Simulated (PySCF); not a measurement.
Species, as SMILES: N#[N+][O-].
Geometry (B3LYP-D3(BJ)/def2-TZVP, fixed):
```xyz
3

N      0.0000     0.0000    -1.1943
N      0.0000     0.0000    -0.0734
O      0.0000     0.0000     1.1093
```
Charge 0, spin multiplicity 1.

How fast the isotropic shielding of O3 converges with the basis for several methods (PySCF): deviation from each method's own reference, in ppm. References: HF 179.94 ppm, the value in pcseg-3; PBE 181.77 ppm, the value in pcseg-3; PBE0 180.06 ppm, the value in pcseg-3. All functions are spherical. No added dispersion term, no relativity. GIAO; atoms are numbered in the order shown.

```tsv
basis	functions	HF	PBE	PBE0
STO-3G	15	-5.18	24.78	…
3-21G	27	-31.39	-1.79	…
pcSseg-0	27	-46.48	-21.50	…
6-31G	27	-41.67	-10.05	…
def2-SVP	42	23.91	20.50	…
pcseg-1	42	3.20	7.13	…
6-311++G(2d,2p)	81	5.31	6.27	…
def2-TZVPP	93	1.35	2.15	…
pcSseg-2	108	2.81	-0.85	…
def2-TZVPPD	114	3.98	4.85	…
6-311++G(3df,3pd)	117	7.07	6.70	…
cc-pCVTZ	129	1.63	-2.08	…
```

### Question
Some entries are withheld; supply them.

### Answer

- STO-3G, PBE0: 18.95
- 3-21G, PBE0: -7.34
- pcSseg-0, PBE0: -26.55
- 6-31G, PBE0: -16.71
- def2-SVP, PBE0: 21.33
- pcseg-1, PBE0: 6.51
- 6-311++G(2d,2p), PBE0: 6.23
- def2-TZVPP, PBE0: 2.15
- pcSseg-2, PBE0: 0.17
- def2-TZVPPD, PBE0: 4.71
- 6-311++G(3df,3pd), PBE0: 6.92
- cc-pCVTZ, PBE0: -0.81

Mean absolute deviation over 6-311++G(2d,2p), def2-TZVPP, pcSseg-2, def2-TZVPPD, 6-311++G(3df,3pd), cc-pCVTZ: PBE0 3.50, HF 3.69, PBE 3.82 ppm.
